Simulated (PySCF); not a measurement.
PySCF input (HF/def2-TZVPD):

```python
from pyscf import gto, scf, dft

mol = gto.M(
    atom='''
    C     0.00000000   -0.00000000    0.00000000
    H    -0.00996657    1.09156801   -0.02069198
    H     0.95018374   -0.53760457   -0.01343118
    H    -0.94021717   -0.55396344    0.03412316
    ''',
    basis='def2-tzvpd',
    charge=1,
    spin=0,
    verbose=4,
)

mf = scf.RHF(mol).density_fit(auxbasis='def2-universal-jkfit')
mf.conv_tol = 1e-9
mf.max_cycle = 100
mf.max_memory = 1500
mf.kernel()
if not mf.converged:
    mf = mf.newton()
    mf.kernel(mf.make_rdm1())
mf.analyze()
```

Output:

```
PySCF version 2.14.0

[INPUT] verbose = 4
[INPUT] num. atoms = 4
[INPUT] num. electrons = 8
[INPUT] charge = 1
[INPUT] spin (= nelec alpha-beta = 2S) = 0
[INPUT] symmetry False subgroup None
[INPUT] Mole.unit = angstrom
[INPUT] Symbol           X                Y                Z      unit          X                Y                Z       unit  Magmom
[INPUT]  1 C      0.000000000000   0.000000000000   0.000000000000 AA    0.000000000000   0.000000000000   0.000000000000 Bohr   0.0
[INPUT]  2 H     -0.009966570000   1.091568010000  -0.020691980000 AA   -0.018834087701   2.062764585236  -0.039102175175 Bohr   0.0
[INPUT]  3 H      0.950183740000  -0.537604570000  -0.013431180000 AA    1.795587036615  -1.015925400615  -0.025381251730 Bohr   0.0
[INPUT]  4 H     -0.940217170000  -0.553963440000   0.034123160000 AA   -1.776752948914  -1.046839184622   0.064483426905 Bohr   0.0

nuclear repulsion = 9.56371108923232
number of shells = 28
number of NR pGTOs = 85
number of NR cGTOs = 64
basis = def2-tzvpd
ecp = {}

******** <class 'pyscf.df.df_jk.DFRHF'> ********
method = DFRHF
initial guess = minao
damping factor = 0
level_shift factor = 0
DIIS = <class 'pyscf.scf.diis.CDIIS'>
diis_start_cycle = 1
diis_space = 8
diis_damp = 0
SCF conv_tol = 1e-09
SCF conv_tol_grad = None
SCF max_cycles = 100
direct_scf = False
Set gradient conv threshold to 3.16228e-05
Initial guess from minao.
******** <class 'pyscf.df.df.DF'> ********
auxbasis = def2-universal-jkfit
init E= -39.3004044849681
  HOMO = -0.477774217724515  LUMO = -0.123946564679176  gap/eV = 9.62814
cycle= 1 E= -39.1701163430419  delta_E= 0.13  |g|= 0.456  |ddm|= 1.02
  HOMO = -1.03255748772053  LUMO = -0.393744908134604  gap/eV = 17.38298
cycle= 2 E= -39.2435417764441  delta_E= -0.0734  |g|= 0.134  |ddm|= 0.339
  HOMO = -0.952836565744822  LUMO = -0.289930769571885  gap/eV = 18.03859
cycle= 3 E= -39.2472489723873  delta_E= -0.00371  |g|= 0.0195  |ddm|= 0.125
  HOMO = -0.949063883985052  LUMO = -0.28368003901511  gap/eV = 18.10602
cycle= 4 E= -39.2474187652733  delta_E= -0.00017  |g|= 0.00199  |ddm|= 0.0495
  HOMO = -0.94943244047745  LUMO = -0.284087797597504  gap/eV = 18.10495
cycle= 5 E= -39.2474205410369  delta_E= -1.78e-06  |g|= 0.000222  |ddm|= 0.00744
  HOMO = -0.949478082072775  LUMO = -0.284095994359166  gap/eV = 18.10597
cycle= 6 E= -39.2474205616731  delta_E= -2.06e-08  |g|= 1.67e-05  |ddm|= 0.000337
  HOMO = -0.94947984683311  LUMO = -0.284097315005333  gap/eV = 18.10598
cycle= 7 E= -39.2474205618032  delta_E= -1.3e-10  |g|= 2.17e-06  |ddm|= 7.04e-05
  HOMO = -0.949479700580623  LUMO = -0.284097111835703  gap/eV = 18.10598
Extra cycle  E= -39.2474205618055  delta_E= -2.25e-12  |g|= 7.24e-07  |ddm|= 6.27e-06
converged SCF energy = -39.2474205618055
**** SCF Summaries ****
Total Energy =                         -39.247420561805455
Nuclear Repulsion Energy =               9.563711089232324
One-electron Energy =                  -67.910483293143969
Two-electron Energy =                   19.099351642106189
Two-electron Coulomb Energy =           25.033670283949711
DFT Exchange-Correlation Energy =       -5.934318641843522
HOMO-LUMO gap [eV] =                    18.105982473324936
**** MO energy ****
MO #1   energy= -11.6818938192691  occ= 2
MO #2   energy= -1.27503687107337  occ= 2
MO #3   energy= -0.949479700623232 occ= 2
MO #4   energy= -0.949479700580623 occ= 2
MO #5   energy= -0.284097111835703 occ= 0
MO #6   energy= -0.120417227252737 occ= 0
MO #7   energy= -0.0378854224374855 occ= 0
MO #8   energy= -0.0378854223917837 occ= 0
MO #9   energy= -0.00945103055027786 occ= 0
MO #10  energy= -0.00945103052197833 occ= 0
MO #11  energy= -0.0039090349115138 occ= 0
MO #12  energy= 0.0404268707119654 occ= 0
MO #13  energy= 0.0404268707447772 occ= 0
MO #14  energy= 0.0447743336504693 occ= 0
MO #15  energy= 0.106903943891037  occ= 0
MO #16  energy= 0.165668358767953  occ= 0
MO #17  energy= 0.165668358799893  occ= 0
MO #18  energy= 0.166023566325736  occ= 0
MO #19  energy= 0.168450426301262  occ= 0
MO #20  energy= 0.189887632700936  occ= 0
MO #21  energy= 0.189887632720605  occ= 0
MO #22  energy= 0.283228918601532  occ= 0
MO #23  energy= 0.285340737342801  occ= 0
MO #24  energy= 0.285340737363346  occ= 0
MO #25  energy= 0.300362377147465  occ= 0
MO #26  energy= 0.302057113525624  occ= 0
MO #27  energy= 0.30205711354821   occ= 0
MO #28  energy= 0.572983625977518  occ= 0
MO #29  energy= 0.598847251787308  occ= 0
MO #30  energy= 0.598847251877042  occ= 0
MO #31  energy= 0.661627543408746  occ= 0
MO #32  energy= 0.661627543427548  occ= 0
MO #33  energy= 0.811137689225152  occ= 0
MO #34  energy= 0.811137689266693  occ= 0
MO #35  energy= 0.867733056699461  occ= 0
MO #36  energy= 1.38685533872142   occ= 0
MO #37  energy= 1.49198665829329   occ= 0
MO #38  energy= 1.52863910207402   occ= 0
MO #39  energy= 1.70221257515875   occ= 0
MO #40  energy= 1.70221257541525   occ= 0
MO #41  energy= 1.78612354718583   occ= 0
MO #42  energy= 1.8333964681473    occ= 0
MO #43  energy= 1.83339646822423   occ= 0
MO #44  energy= 2.12255224455248   occ= 0
MO #45  energy= 2.12255224521617   occ= 0
MO #46  energy= 2.16316063330121   occ= 0
MO #47  energy= 2.40841091688161   occ= 0
MO #48  energy= 2.40841091700502   occ= 0
MO #49  energy= 2.5608392587253    occ= 0
MO #50  energy= 2.56083925879661   occ= 0
MO #51  energy= 2.59849556579776   occ= 0
MO #52  energy= 3.02287920546632   occ= 0
MO #53  energy= 3.02287920552928   occ= 0
MO #54  energy= 3.06225906981654   occ= 0
MO #55  energy= 3.08854769291799   occ= 0
MO #56  energy= 3.08854769378236   occ= 0
MO #57  energy= 3.24541429505228   occ= 0
MO #58  energy= 3.24541429526785   occ= 0
MO #59  energy= 3.50748001760253   occ= 0
MO #60  energy= 3.62013333193111   occ= 0
MO #61  energy= 4.1671682262417    occ= 0
MO #62  energy= 4.16716822738916   occ= 0
MO #63  energy= 4.63485674523383   occ= 0
MO #64  energy= 22.7322295605655   occ= 0
 ** Mulliken pop on meta-lowdin orthogonal AOs  **
 ** Mulliken pop  **
pop of  0 C 1s            1.99999
pop of  0 C 2s            1.18787
pop of  0 C 3s            0.00650
pop of  0 C 4s            0.00157
pop of  0 C 5s            0.00000
pop of  0 C 6s            0.00005
pop of  0 C 2px           1.23489
pop of  0 C 2py           1.23521
pop of  0 C 2pz           0.00123
pop of  0 C 3px           0.00770
pop of  0 C 3py           0.00770
pop of  0 C 3pz           0.00001
pop of  0 C 4px           0.00160
pop of  0 C 4py           0.00160
pop of  0 C 4pz           0.00000
pop of  0 C 3dxy          0.00455
pop of  0 C 3dyz          0.00001
pop of  0 C 3dz^2         0.00476
pop of  0 C 3dxz          0.00001
pop of  0 C 3dx2-y2       0.00455
pop of  0 C 4dxy          0.00040
pop of  0 C 4dyz          0.00000
pop of  0 C 4dz^2         0.00000
pop of  0 C 4dxz          0.00000
pop of  0 C 4dx2-y2       0.00040
pop of  0 C 5dxy          0.00066
pop of  0 C 5dyz          0.00000
pop of  0 C 5dz^2         0.00024
pop of  0 C 5dxz          0.00000
pop of  0 C 5dx2-y2       0.00066
pop of  0 C 4f-3          0.00184
pop of  0 C 4f-2          0.00000
pop of  0 C 4f-1          0.00031
pop of  0 C 4f+0          0.00000
pop of  0 C 4f+1          0.00031
pop of  0 C 4f+2          0.00000
pop of  0 C 4f+3          0.00000
pop of  1 H 1s            0.74245
pop of  1 H 2s            0.01120
pop of  1 H 3s            0.00437
pop of  1 H 2px           0.00134
pop of  1 H 2py           0.00310
pop of  1 H 2pz           0.00000
pop of  1 H 3px           0.00216
pop of  1 H 3py           0.00050
pop of  1 H 3pz           0.00000
pop of  2 H 1s            0.74245
pop of  2 H 2s            0.01120
pop of  2 H 3s            0.00437
pop of  2 H 2px           0.00268
pop of  2 H 2py           0.00177
pop of  2 H 2pz           0.00000
pop of  2 H 3px           0.00090
pop of  2 H 3py           0.00176
pop of  2 H 3pz           0.00000
pop of  3 H 1s            0.74245
pop of  3 H 2s            0.01120
pop of  3 H 3s            0.00437
pop of  3 H 2px           0.00265
pop of  3 H 2py           0.00179
pop of  3 H 2pz           0.00000
pop of  3 H 3px           0.00093
pop of  3 H 3py           0.00174
pop of  3 H 3pz           0.00000
 ** Mulliken atomic charges  **
charge of    0C =      0.29537
charge of    1H =      0.23488
charge of    2H =      0.23488
charge of    3H =      0.23488

WARN: System has nonzero charge 1; the dipole moment is origin-dependent.
Location of origin: [0. 0. 0.]

Dipole moment(X, Y, Z, Debye):  0.00000,  0.00000, -0.00000
```
